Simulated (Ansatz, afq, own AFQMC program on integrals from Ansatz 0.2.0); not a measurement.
Two steps: Ansatz 0.2.0 writes the Fock matrix and Cholesky factors of the valence space, and afq projects on them the lowest state that overlaps trial and start.

```yaml
crystal:
  periodic: [false, false, false]
  atoms:
    - {symbol: Ta, position_ang: [0.000000, 0.000000, 0.000000]}
basis:
  gaussian: {orbitals: def2-SVP}
total_charge: 1
magnetization: {spin_polarized: true, initial_magnetization: 4}
correlation: {method: ccsd_t, electrons: outside_noble_gas, hamiltonian_folder: ham}
```

```sh
$ ansatz run in.yaml --threads 1 --pin off --events-out ev --progress --plain --max-ram 16896MiB --backend cuda --devices 0, --max-vram 18GiB
```

Options of the walk:

```
--method phaseless --trial cisd --walkers 4000 --populations 20 --least-time 60 --time-step 0.005 --steps-per-block 50 --equilibration-blocks 40 --max-blocks 4000 --target-error 0.00012 --factor-cut 1e-05 --start spin_pure --seed 4834 --release-times 0.24,0.6,1.2,2,3,4.2 --release-step 0.04 --release-every 3 --taylor-order 6
```

Times are imaginary, in 1/Eh. The walk had a cap of 171 s. With eight or more populations the least sampling time is a fifth of least-time, and the error comes from their spread. Core potentials past Kr, no spin–orbit coupling.

Output of the walk:

```
orbitals 28  electrons 4 0  factors 199 of 199
reference energy -56.07522387 Eh
CCSD correlation -0.02230466 Eh in 8 cycles, weight of the determinant in the CISD state 0.9859
energy of the start -56.097529 Eh
 block  time / (1/Eh)  mean weight  energy / Eh
     1     0.250  1.0000  -56.097521
     2     0.500  1.0000  -56.097534
     3     0.750  1.0001  -56.097550
     4     1.000  1.0000  -56.097570
     5     1.250  0.9999  -56.097591
    10     2.500  1.0001  -56.097633
   101    25.250  1.0001  -56.097640
   201    50.250  1.0001  -56.097618
   261    65.250  1.0001  -56.097832
   301    75.250  1.0003  -56.097613
   401   100.250  1.0000  -56.097617
   501   125.250  0.9999  -56.097626
   601   150.250  0.9997  -56.097618
   701   175.250  1.0001  -56.097617
   761   190.250  0.9996  -56.097501
   801   200.250  0.9999  -56.097635
error from the spread of 20 populations
released: time / (1/Eh)  energy / Eh  error  mean overlap
  0.24  -56.097627  0.000010  1.0002
  0.60  -56.097558  0.000066  1.0003
  1.20  -56.073260  0.024216  0.9994
  2.00  -56.097686  0.000031  0.9987
  3.00  -56.097215  0.000418  0.9984
  4.20  -56.097732  0.000107  0.9974
energy -56.097633 +/- 0.000007 Eh
(rows thinned)
```

The run passed its tests (sampling time, drift between the halves within three errors, error under three times the target), which doesn't prove that it has relaxed, ending at its cap on processor time.

Against this walk (error 0.2 meV) on the same determinant: CCSD(T) 0.4 meV higher, CCSDT(Q) 0.5 meV lower, full CI 0.5 meV lower. The error is statistical and leaves out the bias of the constraint. The released energies have errors that jump between times, so the bars are unsure (meV from the phaseless value at times in 1/Eh: 2.1 ± 1.8 at 0.60, 663 ± 659 at 1.20, -1.4 ± 0.8 at 2.00, 11 ± 11 at 3.00, -3 ± 3 at 4.20), so they give no level.

Cautions: constraint bias not in the error; no spin-orbit coupling; outer-core shells of the metal frozen.

The walk took 2.9 min on 1 × NVIDIA H100 80GB HBM3 with 2 threads of AMD EPYC 7R13 Processor (Zen 3), with other jobs on the host (the card was shared). The log's last line is the phaseless energy.

CCSDT and higher add their correlation energy to the determinant of the CCSD(T) run, since their own runs factorise the integrals more tightly (a shift of under 2 meV).
